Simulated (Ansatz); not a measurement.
**Property card for BaNiS$_{2}$**

Theory: DFT r2SCAN, scalar-relativistic, plane waves, PAW (Ansatz 0.2.0).

Settings: cutoff 500 eV, Γ-centred mesh 8×8×4 on the computed 8-atom cell, Gaussian smearing of 0.10 eV; collinear spin from starting moments 0 0 1.19 1.19 0 0 0 0 μB.

The structure is relaxed at this level of theory with its symmetry kept. Whether it is the stable form of this composition wasn't checked.

```
Ba Ni S
1.0
     4.48569    0.00000    0.00000
     0.00000    4.48569    0.00000
     0.00000    0.00000    8.90757
Ba Ni S
2 2 4
Direct
  0.50000 0.00000 0.80628
  0.00000 0.50000 0.19372
  0.50000 0.00000 0.41986
  0.00000 0.50000 0.58014
  0.00000 0.00000 0.50000
  0.50000 0.50000 0.50000
  0.50000 0.00000 0.15837
  0.00000 0.50000 0.84163
```

```json
{"Space group": "P4/nmm (No. 129)", "Volume per atom": "151.2 bohr³", "Formation energy from the elements' standard states (uncorrected)": "-1.422 eV/atom", "Generalised Kohn–Sham band gap": "none (metal)", "Density of states at the Fermi level": "3.28 states/eV per cell", "Löwdin character within 0.5 eV of the Fermi level": "Ni 3d 51 %, S 3p 41 %, unprojected 6 %", "Bader charges (e)": "Ba (2 in the cell) 1.48, Ni (2 in the cell) 0.68, S (2 in the cell) -0.89, S (2 in the cell) -1.28", "Total moment": "2.73 μB per cell", "Site moments (μB; atoms counted from 1 over the whole cell)": "Ni (atom 3) 1.08, Ni (atom 4) 1.08, S (atom 5) 0.10, S (atom 6) 0.10, S (atom 7) 0.07, S (atom 8) 0.07"}
```

The state reached may not be the lowest one. Spin-orbit coupling is left out, which matters for the bands of heavy elements. The run saw a state lower than the one given here. Moments started parallel, and an antiferromagnetic order may lie lower.

Only this magnetic start was tried.

Cost: 1 run of about 7.9 core-minutes, on Oxide Virtual Turin-like Processor (Zen 5) (shared hosts).